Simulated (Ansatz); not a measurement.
Trigonal Te, treated with r²SCAN in Ansatz (PAW).

Settings: plane-wave cutoff 600 eV, 12×12×6 k mesh (along the axes of the cell as run), finite displacements, scalar-relativistic PAW data made under PBE.

Computed at the level's own relaxed cell.

```
CELL_PARAMETERS angstrom
      4.62115     0.00000     0.00000
     -2.31058     4.00203     0.00000
      0.00000     0.00000     5.90553
ATOMIC_POSITIONS crystal
  Te 0.00000 0.25348 0.66667
  Te 0.74652 0.74652 0.00000
  Te 0.25348 0.00000 0.33333
```

Harmonic phonon frequencies (cm⁻¹; i marks an imaginary mode):

| q point | frequencies |
|---|---|
| Γ | 0 0 0 82 89 89 130 143 143 |
| M | 37 39 45 62 86 89 135 141 152 |
| A | 34 48 48 71 84 84 143 144 144 |

No imaginary mode appears at these points.

Note: the cell comes from a level without a dispersion term, which matters for the spacing of layers, chains or molecules.

Ansatz is a first-principles code.
